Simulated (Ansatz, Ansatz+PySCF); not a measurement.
```xyz
5

C     0.0000    0.0000   -0.6187
F     0.0000    0.0000    0.7447
H     0.0000   -1.0360   -0.9966
H    -0.8972    0.5180   -0.9966
H     0.8972    0.5180   -0.9966
```

RHF-MP2 on singlet CH₃F was run in several spherical basis sets with Ansatz (development build ahead of 0.2.0). Frozen core: 2 orbitals.

Rank the basis sets by the total energy that they give, lowest first, with the distance from the lowest.
A. cc-pVDZ
B. def2-SVP
C. cc-pVTZ

C (0.00 eV), A (4.06 eV), B (7.25 eV).

Totals follow the description of the cores as much as that of the bonds, so this order isn't one of quality for chemistry.
